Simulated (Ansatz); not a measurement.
Working through a single point in a Gaussian basis of C2H3N3, SMILES c1nc[nH]n1

With the Python package of Ansatz (0.2.0).

The cells in order, each with its output:

```python
from pathlib import Path
import warnings

import ansatz as az
```

```python
warnings.simplefilter("ignore", az.DeckWarning)
```

```python
geometry = (
    az.Crystal.molecule()
    .atom("C", (1.2701, -0.0123, -0.0198))
    .atom("N", (0.551, 1.1299, 0.0225))
    .atom("C", (-0.7156, 0.6718, 0.0294))
    .atom("N", (-0.7526, -0.6686, -0.0068))
    .atom("N", (0.4904, -1.1102, -0.0379))
    .atom("H", (2.3512, -0.0422, -0.0373))
    .atom("H", (-1.5917, 1.3058, 0.0602))
    .atom("H", (-1.6028, -1.2742, -0.0103))
)
```

```python
model = geometry.calculation()
model = model.basis(gaussian="cc-pVDZ").functional("lc_wpbe")
model = model.orbitals()
outcome = model.run(runs_dir="out")
data = outcome.report

data["reference_energy_ev"]
```

    -6587.972279078631

```python
{key: value for key, value in data.items() if isinstance(value, (int, float)) and "ev" in key}
```

    {'free_energy_ev': -6587.972279078631, 'reference_energy_ev': -6587.972279078631}

```python
print(f"E = {data['free_energy_ev']:.6f} eV = {data['free_energy_ev'] / 27.211386246:.7f} Ha")
print("converged:", data["converged"], " doubts:", data["published_state_doubts"] or "none")

lines = Path(data["orbitals_path"]).read_text().splitlines()
field_of = lambda key: [line.split("=")[1].strip() for line in lines if line.startswith(key)]
orbitals = [(27.211386 * float(e), s, float(n)) for e, s, n in zip(field_of("Ene="), field_of("Spin="), field_of("Occup="))]
homo = max(e for e, _, n in orbitals if n > 0.5)
lumo = min(e for e, _, n in orbitals if n < 0.5)
for e, spin, n in sorted(orbitals):
    if homo - 15 < e < lumo + 5:
        print(f"{spin:6s} {e:10.3f} eV  occupation {n:.0f}")
```

    E = -6587.972279 eV = -242.1035158 Ha
    converged: True  doubts: none
    Alpha     -21.185 eV  occupation 2
    Alpha     -20.601 eV  occupation 2
    Alpha     -18.920 eV  occupation 2
    Alpha     -16.490 eV  occupation 2
    Alpha     -16.254 eV  occupation 2
    Alpha     -14.707 eV  occupation 2
    Alpha     -12.073 eV  occupation 2
    Alpha     -11.382 eV  occupation 2
    Alpha     -10.573 eV  occupation 2
    Alpha     -10.157 eV  occupation 2
    Alpha       2.742 eV  occupation 0
    Alpha       3.620 eV  occupation 0
    Alpha       4.087 eV  occupation 0
    Alpha       5.239 eV  occupation 0
    Alpha       5.709 eV  occupation 0

Total energies depend on the basis set; only differences at equal settings carry meaning. The geometry is a force-field or estimated start, not a minimum of this method, and the basis set is short of its limit. Alpha marks a spatial orbital of a restricted run, filled by both spins. Levels such as HOMO and LUMO are orbital energies: with these approximate functionals they aren't the ionisation energy and electron affinity, and their gap isn't the fundamental gap. It ran for 2.9 s on 1 thread of Arm Neoverse V1 (shared host), peak memory 0.2 GiB.

(Lines on the test bed's own set-up are left out of the output.)
